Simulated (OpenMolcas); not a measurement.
# Potential curves of NaF⁻: spin–orbit levels

Calculated with OpenMolcas 26.06: state-averaged CASSCF(7,7) over Na 3s 3p, F 2p, XMS-CASPT2 (IPEA 0.25, imaginary shift 0.2 hartree), scalar X2C, ANO-RCC-VTZP, then RASSI spin–orbit state interaction with atomic mean-field integrals. C2 symmetry about the axis (a holds Σ, Δ, Γ; b holds Π, Φ, H; Σ⁺ and Σ⁻ are not told apart); roots by multiplicity and irrep: 2a 7, 2b 8, 4a 5, 4b 4.

XMS-CASPT2 energies with spin–orbit state interaction in eV from the lowest point. Curves are followed by energy order within each symmetry, so they are adiabatic and may change character at avoided crossings.

```csv
R (Å),(1)Ω=1/2,(8)Ω=1/2,(10)Ω=1/2,(11)Ω=1/2,(12)Ω=1/2,(9)Ω=3/2,(13)Ω=1/2
1.730,0.462,6.901,6.932,6.947,6.970,7.112,7.093
1.831,0.141,6.440,6.484,6.539,6.540,6.610,6.606
1.921,0.022,6.151,6.263,6.308,6.309,6.360,6.329
2.012,0.000,5.962,6.115,6.144,6.144,6.153,6.150
2.113,0.055,5.824,6.003,6.014,6.015,6.025,6.022
2.213,0.163,5.735,5.918,5.919,5.928,5.944,5.943
2.354,0.355,5.662,5.822,5.822,5.867,5.875,5.876
2.535,0.640,5.612,5.730,5.732,5.818,5.821,5.829
2.817,1.049,5.576,5.637,5.640,5.753,5.762,5.772
3.219,1.550,5.527,5.560,5.569,5.688,5.689,5.695
```

The 7 lowest clean curves are shown; the next is (14)Ω=1/2, from 5.71 eV. Left out for impure symmetry, kinks or missing points, though low: (2)Ω=1/2, (1)Ω=3/2, (3)Ω=1/2, (2)Ω=3/2, (4)Ω=1/2, (5)Ω=1/2, (3)Ω=3/2, (6)Ω=1/2, (7)Ω=1/2, (4)Ω=3/2, (1)Ω=5/2, (1)Ω=7/2. Only roots inside an energy window near the equilibrium distance were included, so the list of states is not complete; labels number the states computed. Each spin and symmetry block has orbitals of its own, averaged over its own roots, so gaps between blocks are less sure than gaps within one and near the minimum can be off by tenths of an eV, in bad cases by more. No Rydberg orbitals are active, so Rydberg states, and σ→σ* states whose orbital the CASSCF left unused, can be missing between those listed. CASPT2 splits the two components of degenerate states numerically, here by up to 56 cm⁻¹. For an anion, states above the electron-detachment threshold (often below 1 to 3 eV) are held by the basis set and are not bound levels. The CASPT2 reference weights are uneven, so some states carry less reliable energies. Points that failed a check (symmetry, reference weights, a jump) are left out.
